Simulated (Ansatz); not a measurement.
**Ti$_{3}$O$_{5}$ (C2/c)**

Computed with DFT PBEsol, scalar-relativistic, plane waves, PAW (Ansatz 0.2.0).

Cutoff 420 eV; k points 8×8×6 on the computed 16-atom cell (Γ-centred); Gaussian smearing, width 0.10 eV; no spin polarisation.

The structure is relaxed at this level of theory with its symmetry kept.

```cif
data_structure
_symmetry_space_group_name_H-M 'P 1'
_symmetry_Int_Tables_number 1
_cell_length_a 5.6149
_cell_length_b 5.6149
_cell_length_c 7.1742
_cell_angle_alpha 109.770
_cell_angle_beta 109.770
_cell_angle_gamma 52.869
_cell_volume 166.96
loop_
_atom_site_label
_atom_site_type_symbol
_atom_site_fract_x
_atom_site_fract_y
_atom_site_fract_z
_atom_site_occupancy
Ti1 Ti 0.85996 0.88596 0.28297 1
Ti2 Ti 0.11404 0.14004 0.21703 1
Ti3 Ti 0.14004 0.11404 0.71703 1
Ti4 Ti 0.88596 0.85996 0.78297 1
Ti5 Ti 0.50000 0.50000 0.00000 1
Ti6 Ti 0.50000 0.50000 0.50000 1
O1 O 0.52644 0.85346 0.15309 1
O2 O 0.14654 0.47356 0.34691 1
O3 O 0.47356 0.14654 0.84691 1
O4 O 0.85346 0.52644 0.65309 1
O5 O 0.92431 0.23922 0.94075 1
O6 O 0.76078 0.07569 0.55925 1
O7 O 0.07569 0.76078 0.05925 1
O8 O 0.23922 0.92431 0.44075 1
O9 O 0.31432 0.68568 0.75000 1
O10 O 0.68568 0.31432 0.25000 1
```

Task: Formation energy from the elements' standard states (uncorrected)?

Result: -3.045 eV/atom.

Task: Density of states at the Fermi level?

Result: 5.74 states/eV per cell.

Task: Löwdin character within 0.5 eV of the Fermi level?

Result: Ti 3d 89 %, O 2p 9 %.

Task: Bulk modulus?

Result: 201 GPa.

Task: Its pressure derivative?

Result: 3.3.

Spin polarisation was left out, and a magnetic state may lie lower.

A ferromagnetic start lost its moments in a first run, so spin was left out; other magnetic orders weren't tried.

Cost: 9 runs of about 79 core-minutes in all, on Oxide Virtual Turin-like Processor (Zen 5) (shared hosts).